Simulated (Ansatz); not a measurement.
Rock-salt HfC was calculated with PBE-D3(BJ) (PAW; Ansatz, a first-principles code).

Numerical settings: plane-wave cutoff 520 eV, 16×16×16 k mesh, Fermi–Dirac smearing 0.1 eV, perturbation theory, scalar-relativistic PAW data made under PBE.

Computed at the level's own relaxed cell.

Harmonic phonon frequencies (cm⁻¹; i marks an imaginary mode):

| q point | frequencies |
|---|---|
| Γ | 0 0 0 448 448 448 |
| X | ___ |
| U | ___ |

Problem. Fill in the missing entries.

Solution. 
- X, frequencies: 154 154 197 504 504 586
- U, frequencies: 152 188 193 535 584 615

No imaginary mode appears at these points.

Note: the dispersion coefficients are held fixed in the derivatives.
